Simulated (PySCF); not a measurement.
Gas-phase reaction: 5 C3H6 (propylene) → 3 C2H2 (acetylene) + 3 C3H8

Computed with PySCF and rigid-rotor harmonic-oscillator thermochemistry at 1 bar. The comparison is the NASA 1993 polynomial table, which mixes measured and estimated data. † marks an energy on the PBE0/def2-TZVP geometry and frequencies; other levels use their own. All species are closed-shell singlets.

Levels: a) LDA/def2-TZVP†; b) HF/def2-TZVP†; c) PBE0/def2-TZVP.

**Question.** Order the levels by the distance of their ΔH°(298 K) from the table for this reaction, closest first.

**Answer.** b (+5 kJ), c (+52 kJ), a (+93 kJ)

The table gives 272 kJ. The order holds for this reaction alone, and for the 1993 entries, some of which have been revised since.
